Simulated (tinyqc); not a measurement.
Inside a calculation. Method: harmonic frequencies on the UHF/sto-3g surface (energies and gradients from PySCF), for CH, spin multiplicity 4. One step of it, computed by the program tinyqc.

Question. Normal modes. Diagonalise H_ij / sqrt(m_i m_j); the 5 smallest eigenvalues belong to translations and rotations; wavenumber = sqrt(eigenvalue / 1822.888) x 219474.63; each mode has its largest component positive (the first on a tie); zero-point energy = sum of wavenumbers / 2, with 349.755 1/cm per kcal/mol.

Hessian (symmetrised) (hartree/bohr^2), lower triangle:
```
             1Cx          1Cy          1Cz         2Hx         2Hy         2Hz
1Cx   0.00001280
1Cy   0.00000000   0.00001280
1Cz   0.00000000   0.00000000   0.48655582
2Hx  -0.00001280   0.00000000   0.00000000  0.00001280
2Hy   0.00000000  -0.00001280   0.00000000  0.00000000  0.00001280
2Hz   0.00000000   0.00000000  -0.48655582  0.00000000  0.00000000  0.48655582
```

masses (u): 1C 12.000000, 2H 1.007825

Give: eigenvalues of the mass-weighted Hessian; harmonic wavenumbers of the vibrations; mass-weighted modes; zero-point energy.

Answer.

eigenvalues of the mass-weighted Hessian (hartree/(bohr^2 u)): 0.0000  0.0000  0.0000  0.0000  0.0000  0.5233

harmonic wavenumbers of the vibrations (1/cm): 3718.7

mass-weighted modes:
```
      mode 1
1Cx   0.0000
1Cy   0.0000
1Cz  -0.2783
2Hx   0.0000
2Hy   0.0000
2Hz   0.9605
```

zero-point energy = 5.3161 kcal/mol
